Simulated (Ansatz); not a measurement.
# CH₄ (singlet): the correlation ladder, cc-pVDZ

Aim: climb from Hartree-Fock through coupled cluster and multireference methods for CH₄ (singlet) at one geometry and basis, and see what each rung misses.

Computed with Ansatz 0.2.0, Gaussian basis. Level: cc-pVDZ, core rule «outside noble gas», up to 1 orbitals frozen.

The runs, in order: UHF; CCSD(T) on RHF; BCCD(T) on RHF; CISD; CCSDT(Q) on RHF; CISDTQ; CCSDTQ on RHF; CASSCF and MRCISD+Q, 8 electrons in 8 orbitals; CASSCF and NEVPT4(SD), 8 electrons in 8 orbitals; CASSCF and NEVPT2, 8 electrons in 8 orbitals; Full CI.

3 further runs of the same task are left out: 3 set aside as unsound or not needed.

## (1) What is computed

The geometry is a PBE0/def2-TZVP stationary point (not a proven minimum).

5 atoms, charge 0, spin multiplicity 1.

Atoms are counted from 1 here; the program's logs count them from 0.

Bond lengths: C1–H2 1.090 Å, C1–H3 1.090 Å, C1–H4 1.090 Å, C1–H5 1.090 Å. Angles: H2–C1–H3 109.5°, H2–C1–H4 109.5°, H2–C1–H5 109.5°, H3–C1–H4 109.5°, H3–C1–H5 109.5°, H4–C1–H5 109.5°.

## (2) UHF

in.yaml

```yaml
crystal:
  periodic: [false, false, false]
  atoms:
    - {symbol: C, position_ang: [0.000000, 0.000000, 0.000000]}
    - {symbol: H, position_ang: [0.628037, 0.630011, 0.629222]}
    - {symbol: H, position_ang: [-0.631581, -0.626732, 0.628949]}
    - {symbol: H, position_ang: [-0.626594, 0.628165, -0.632497]}
    - {symbol: H, position_ang: [0.630138, -0.631444, -0.625675]}
basis:
  gaussian: {orbitals: cc-pVDZ}
magnetization: {spin_polarized: true, initial_magnetization: 0}
hamiltonian: {xc: hf}
output: {orbitals: {seedname: orbitals}}
```

On the command line:

```sh
> ansatz run in.yaml --threads 1 --pin off --events-out ev --progress --plain --max-ram 3956MiB --backend cpu
```

The runs that follow: CCSD(T) on RHF; BCCD(T) on RHF; CISD; CCSDT(Q) on RHF; CISDTQ; CCSDTQ on RHF; CASSCF and MRCISD+Q, 8 electrons in 8 orbitals; CASSCF and NEVPT4(SD), 8 electrons in 8 orbitals; CASSCF and NEVPT2, 8 electrons in 8 orbitals; Full CI.

**Question.** What will the summary of the whole plan be? Wanted: FCI below the RHF energy; RMP2 from FCI; RCCSD from FCI; RCCSD(T) from FCI; RCCSDT(Q) from FCI; NEVPT2 valence from FCI; NEVPT4(SD) valence from FCI; MRCISD+Q valence from FCI; T1 diagnostic.

As calculated:

```
                         quantity                                                                    value
         FCI below the RHF energy                                                               -5.1418 eV
                    RMP2 from FCI                                                             +72.9 kJ/mol
                   RCCSD from FCI                                                             +11.2 kJ/mol
                RCCSD(T) from FCI                                                              +1.4 kJ/mol
               RCCSDT(Q) from FCI                                                               0.0 kJ/mol
          NEVPT2 valence from FCI                                                             +72.7 kJ/mol
      NEVPT4(SD) valence from FCI                                                              +7.8 kJ/mol
        MRCISD+Q valence from FCI                                                              -0.4 kJ/mol
levels within 1 kcal/mol (43 meV)  RCCSD(T), BCCD(T), RCCSDT, CISDTQ, RCCSDT(Q), RCCSDTQ, MRCISD+Q valence
                    T1 diagnostic                                                                    0.005
   effectively unpaired electrons                                                                     0.03
```

In words: RCCSD(T) misses by +1.4 kJ/mol, 0.3 % of the correlation energy. MRCISD+Q valence falls below full CI: the +Q correction isn't variational, and the cores differ from full CI's. One determinant dominates. Of the multireference levels listed MRCISD+Q valence comes nearest in total energy (-0.4 kJ/mol), which doesn't show that its space is the better one. These misses are within one basis, not against nature.
